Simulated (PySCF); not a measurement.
# The electron affinity along the alkali metals

All values are computed (PySCF 2.14, energy differences of UHF-based or UKS calculations, no spin-orbit coupling). Values in eV. The last column holds reference values (measured affinities from photodetachment; the arrow runs from anion to atom). Unmarked ones compare directly (S terms, centres of terms, or small fine structure); those marked * lie between the lowest fine-structure levels and include a spin-orbit shift.

```csv
element,configurations,UHF,MP2 (valence),CCSD (valence),CCSD(T) (valence),PBE0,r2SCAN,reference
"Li (aug-cc-pVQZ-DK, spin-free X2C)",[He] 2s2 → [He] 2s1,-0.123,0.365,0.616,0.616,0.495,0.447,0.618
"K (aug-cc-pVQZ-X2C, spin-free X2C)",[Ar] 4s2 → [Ar] 4s1,-0.082,0.307,0.493,0.493,0.479,0.401,0.501
"Rb (aug-cc-pVQZ-X2C, spin-free X2C)",[Kr] 5s2 → [Kr] 5s1,-0.074,0.297,0.468,0.468,0.473,0.392,0.486
"Cs (aug-cc-pVQZ-X2C, spin-free X2C)",[Xe] 6s2 → [Xe] 6s1,-0.065,0.284,0.445,0.445,0.459,0.374,0.472
```

```json
{"method": "UHF", "elements": "4", "mean error (eV)": "-0.606", "mean absolute error (eV)": "0.606", "largest error (eV)": "-0.741"}
{"method": "MP2 (valence)", "elements": "4", "mean error (eV)": "-0.206", "mean absolute error (eV)": "0.206", "largest error (eV)": "-0.253"}
{"method": "CCSD (valence)", "elements": "4", "mean error (eV)": "-0.014", "mean absolute error (eV)": "0.014", "largest error (eV)": "-0.027"}
{"method": "CCSD(T) (valence)", "elements": "4", "mean error (eV)": "-0.014", "mean absolute error (eV)": "0.014", "largest error (eV)": "-0.027"}
{"method": "PBE0", "elements": "4", "mean error (eV)": "-0.043", "mean absolute error (eV)": "0.043", "largest error (eV)": "-0.123"}
{"method": "r2SCAN", "elements": "4", "mean error (eV)": "-0.116", "mean absolute error (eV)": "0.116", "largest error (eV)": "-0.171"}
```

The highest occupied level of the anion is positive for Li⁻ at PBE0, r2SCAN; K⁻ at PBE0, r2SCAN; Rb⁻ at PBE0, r2SCAN; Cs⁻ at PBE0, r2SCAN, so there the basis helps to hold the electron.

Errors include the incompleteness of the basis and the frozen core.

"Valence" correlates the outer s and p shells and, in groups 3 to 12 and the f block, the outer d or f shell, open or full, or the next shell where the ion has no valence electron left; the wider scheme adds the next inner shell.
